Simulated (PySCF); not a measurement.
# Two-dimensional NMR puzzle

Compound of formula C$_{3}$H$_{4}$Cl$_{2}$. Correlations simulated from computed shifts and the bond graph:

HSQC (one-bond C–H):
```csv
δH,δC
6.20,126.5
2.24,22.8
```

HMBC (two and three bonds, from the bond graph):
```csv
δH,δC
6.20,"145.8, 22.8"
2.24,"145.8, 126.5"
```

Carbons without hydrogens: δ 145.8.

[PySCF 2.14: GFN2-xTB structure; NMR shieldings at PBE0/pcSseg-1/GIAO; a single conformation; isolated molecule; fast rotation and ring inversion assumed for equivalent nuclei; relativity neglected]

Shifts are taken against calculated references (same method and geometry level): 1H and 13C vs TMS.

Exchangeable hydrogens are left out of these lists.

Which molecule is this?

## Answers

`C/C(Cl)=C\Cl`.

Atom-mapped SMILES (the numbers label the heavy atoms): `[CH3:1]/[C:2]([Cl:3])=[CH:4]\[Cl:5]`. Hydrogens are named by the atom that carries them.

1. δC 145.8 is C2, a fully substituted alkene carbon.
2. δC 126.5 is C4, an alkene CH (δH 6.20).
3. δC 22.8 is C1, an allylic methyl carbon (δH 2.24).
4. HMBC from δH 6.20 reaches the proton-free carbon C2.
5. HMBC from δH 2.24 reaches the proton-free carbon C2.

Carbons that carry Cl, above all several Cl atoms, come out too deshielded, partly because spin–orbit coupling is missing. Shifts are as computed. Against solution values, carbons near 30 ppm lie about +3 ppm off and those near 130 ppm about +5 ppm; carbons on Cl a further +6 ppm. Of 1211 compounds with measured shifts, 218 miss one by over three times the rms of a fit or turn the order of signals round; such compounds aren't used in these exercises.
